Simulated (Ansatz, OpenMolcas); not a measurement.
# How basis sets differ on AlCl (aluminium monochloride)

The species is AlCl (2 atoms), meant as a singlet with charge 0. SMILES: `[Al][Cl]`. The bond length is the measured one.

```xyz
2

Al    0.0000    0.0000    0.0000
Cl    0.0000    0.0000    2.1301
```

Quantity: the vertical ionisation energy (to the doublet cation), in eV. The values are calculated.

| level | kind | program | value (eV) | CPU time (all runs) |
| --- | --- | --- | --- | --- |
| PBE/STO-3G | GGA | OpenMolcas | 6.57 | 8.3 s |
| PBE/cc-pVDZ | GGA | Ansatz | 9.18 | 2.1 s |
| PBE/aug-cc-pVDZ | GGA | Ansatz | 9.21 | 3.6 s |
| PBE/jun-cc-pV(D+d)Z | GGA | Ansatz | 9.23 | 3.7 s |
| PBE/cc-pVTZ | GGA | Ansatz | 9.16 | 3.1 s |
| PBE/jun-cc-pV(T+d)Z | GGA | Ansatz | 9.17 | 6.6 s |
| PBE/aug-cc-pVTZ | GGA | Ansatz | 9.17 | 7.3 s |

The values span 6.57 to 9.23 eV. Without the sets that lack polarisation functions the rows with a basis span only 9.16 to 9.23 eV. Times are those of the runs behind each value, whatever else they computed, on shared processors of several kinds: orders of magnitude only.
